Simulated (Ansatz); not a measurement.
Geometry optimisation, RKS PBE/def2-SVP (Ansatz).

The input (input.yaml):

```yaml
crystal:
  periodic: [false, false, false]
  atoms:
    - { symbol: Si, position_ang: [0.418027, -0.260047, -0.376417] }
    - { symbol: O, position_ang: [-0.59645, -0.086693, 2.316237] }
    - { symbol: H, position_ang: [-1.245133, -0.811696, 2.417605] }
    - { symbol: H, position_ang: [0.972615, -0.280822, -1.776049] }
    - { symbol: H, position_ang: [0.510729, 1.130188, 0.16217] }
    - { symbol: H, position_ang: [-0.973096, -0.812507, -0.422537] }
    - { symbol: Cl, position_ang: [1.694101, -1.572571, 0.698676] }
    - { symbol: H, position_ang: [0.253307, -0.536452, 2.555115] }
basis:
  gaussian: { orbitals: def2-SVP }
hamiltonian:
  xc: pbe
relax:
  f_tol: 0.03
  max_steps: 50
output:
  orbitals: {}
```

Launched with:

```bash
$ ansatz run input.yaml --threads 1 --pin off --max-ram 2048MiB --backend cpu --events-out ev --progress --plain --runs-dir out
```

**Question.** Where does it end, and by what steps?

**Answer.** The forces met the threshold. After 5 steps the energy has fallen by 0.015 eV; O2 moved furthest, 0.11 Å.

```
step  energy less start (eV)  largest force component (eV/Å)  accepted
   0                  0.0000                           0.464       yes
   1                  0.0846                           2.447        no
   2                 -0.0101                           0.458       yes
   3                 -0.0052                           0.261        no
   4                 -0.0143                           0.090       yes
   5                 -0.0148                           0.021       yes
```

```xyz
8
Properties=species:S:1:pos:R:3
Si 0.431 -0.249 -0.398
O -0.604 -0.100 2.426
H -1.245 -0.835 2.383
H 0.971 -0.323 -1.799
H 0.534 1.154 0.101
H -0.970 -0.780 -0.400
Cl 1.674 -1.519 0.733
H 0.244 -0.578 2.528
```

Whether the end is a true minimum wasn't checked by a vibrational analysis.

Time of the run: 13 s on 1 thread of Arm Neoverse V1, with other jobs on the host, peak memory 0.14 GiB.
